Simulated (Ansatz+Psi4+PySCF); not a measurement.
```xyz
2

Na    0.0000    0.0000    1.5763
Na    0.0000    0.0000   -1.5763
```

Basis set: cc-pCVTZ (spherical functions). Left uncorrelated: 2 orbitals. Charge 0, multiplicity 1.

Computed with Ansatz (development build ahead of 0.2.0) and Psi4 1.11; each method stands on the lowest determinant of its kind that the runs found. Restricted open shells among the atoms or ions are ROHF, correlated in semicanonical orbitals with singles.

Question: Give the vertical ionization energy (product with multiplicity 2 at the same shape, open shells in the same class of orbitals) of singlet Na2 by RHF-CCSD(T), RHF-CCSD, RHF-MP2, UHF-MP2, RHF, UHF.

Answer:

| method | ionization energy |
| --- | --- |
| RHF-CCSD(T) | 4.92 eV |
| RHF-CCSD | 4.88 eV |
| RHF-MP2 | 4.72 eV |
| UHF-MP2 | 4.58 eV |
| RHF | 4.08 eV |
| UHF | 4.15 eV |

Caution for UHF-MP2: another reference gives a lower total; large amplitudes, a single reference is doubtful. Caution for UHF-MP2, UHF: the determinant breaks the point group; the unrestricted determinant is spin contaminated.
